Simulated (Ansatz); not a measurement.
Consider the formal loss of a carbene: `CC(F)F` → `F[C]F` + CH₄.

Computed with Ansatz on PBE0-D4/def2-TZVP structures; ΔE is electronic, products minus reactants. CCSD(T)/CBS adds triple-zeta CCSD(T) − MP2 to the extrapolated MP2 energy (def2 sets, frozen cores). This one scheme is used for every species. DFT in def2-TZVPP.

`CC(F)F`:

Cartesian coordinates in Å:
```
C -0.641 0.304 0.336
C 0.550 -0.262 -0.372
F 0.745 -1.558 -0.006
F 1.674 0.422 -0.025
H -0.487 0.242 1.414
H -1.535 -0.260 0.066
H -0.780 1.348 0.051
H 0.474 -0.237 -1.464
```

`F[C]F`:

```xyz
3

F     1.022   -0.146    0.241
C    -0.081    0.515    0.079
F    -0.940   -0.369   -0.321
```

CH₄:

```xyz
5

C     0.000    0.000    0.000
H     0.155    0.840   -0.677
H    -0.982    0.084    0.464
H     0.769    0.010    0.772
H     0.059   -0.933   -0.559
```

```
             level  ΔE (eV)
        r2SCAN0-D4     2.82
      CAM-B3LYP-D4     2.67
           ωB97M-V     2.55
           r2SCAN0     2.81
RPA@PBE/def2-TZVPP     2.37
      MP2/def2-SVP     2.77
    MP2/def2-QZVPP     2.79
SCS-MP2/def2-QZVPP     2.68
```

Problem. What does CCSD(T)/CBS give? (Best estimate.)

Solution. The calculation gave: +2.62 eV. The listed levels differ from it by 0.20, 0.05, -0.07, 0.19, -0.25, 0.15, 0.17, 0.06 eV.

Problem. What do rigid-rotor, harmonic-oscillator terms from PBE0-D4/def2-TZVP frequencies (298.15 K, 1 bar) make of the CCSD(T)/CBS value? (An estimate is asked.)

Solution. Ansatz gave: ΔZPE = -0.24 eV, ΔH = +2.45 eV, ΔS = 146 J/(mol·K), ΔG = +2.00 eV.

Largest T1 diagnostic among the species: 0.017.

From PBE to PBE0 (25 % exact exchange), in def2-TZVPP and without D4, ΔE moves by +0.16 eV. Leaving LDA and LC-ωPBE aside and taking each functional with its dispersion term where it has one, the values, not all of them listed here, spread over 0.44 eV, from BLYP-D4 to PBE-QIDH. LDA lies +0.54 eV from PBE without D4. In def2-TZVPP, CCSD(T) changes the Hartree–Fock value by +0.20 eV (the triples alone add −0.02 eV) and MP2 by +0.40 eV.
